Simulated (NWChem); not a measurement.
# hydrogen peroxide (H$_{2}$O$_{2}$); SMILES OO

```xyz
4

O      0.0408    -0.7081    -0.1221
O     -0.0408     0.7081    -0.1221
H     -0.7587    -0.9394     0.3701
H      0.7587     0.9394     0.3701
```
Atoms are numbered in this order, from 1.

All runs: NWChem. All runs use the structure optimised with PBE0/def2-SVP. Level: PBE0/def2-SVP with SMD (1 M gas to 1 M solution), gas-phase geometry.

For solvent n-hexane:

* **solvation free energy (kcal/mol)**: -2.8
* **cavity-dispersion-structure term (kcal/mol)**: -0.9
* **dipole in solution (D)**: 1.87

Task: How do the values read with solvent water instead?

Result: 
| Quantity | Result |
|---|---|
| solvation free energy (kcal/mol) | -9.0 |
| cavity-dispersion-structure term (kcal/mol) | 1.4 |
| dipole in solution (D) | 2.13 |
